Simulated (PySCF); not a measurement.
# Core-level binding energies of `FP[SiH3]`

Compound: FH₄PSi.
Z-matrix (Å and degrees, GFN2-xTB geometry), rows numbered from 1:
```
F 
P   1  1.6446
Si  2  2.2611  1   96.93
H   2  1.4021  1   93.31  3   -95.20
H   3  1.4629  2  107.27  1    72.81
H   3  1.4619  2  105.03  1  -168.67
H   3  1.4641  2  112.69  1   -48.21
```

Computed, not measured: delta-SCF UKS SCAN, pcX-2 on the ionised atom, pcseg-1 elsewhere, spin-free X2C (PySCF 2.14.0). Vertical ΔSCF values, vacuum level as zero.

List the computed XPS lines with their assignment.

```tsv
atom(s)	environment	level	binding energy (eV)	2p1/2 (eV)	count
P2	three-coordinate phosphorus	P 1s	2151.56	–	1
Si3	SiH3 silicon	Si 1s	1846.66	–	1
F1	phosphorus-bound fluorine	F 1s	692.18	–	1
Si3	SiH3 silicon	Si 2p3/2	107.00	107.62	1
```

What is the longest wavelength that can ionise Si 2p3/2 of Si3 vertically?

λ = hc/E = 12398.42 eV Å / 107.00 eV = 115.873 Å.

Express the binding energy of Si 2p3/2 of Si3 in atomic units and per mole.

107.00 eV = 3.9322 Eh = 10324 kJ/mol.

Not every level is listed. 2p3/2 and 2p1/2 are the ΔSCF energy of one spin-free 2p hole plus the eigenvalues of a spin–orbit and ligand-field matrix of the shell. 2p1/2 minus 2p3/2 (ligand field included): Si 0.62 eV. Isolated species at its GFN2-xTB geometry, gas phase.

The run took about 30 s of CPU time (one thread, shared machine).
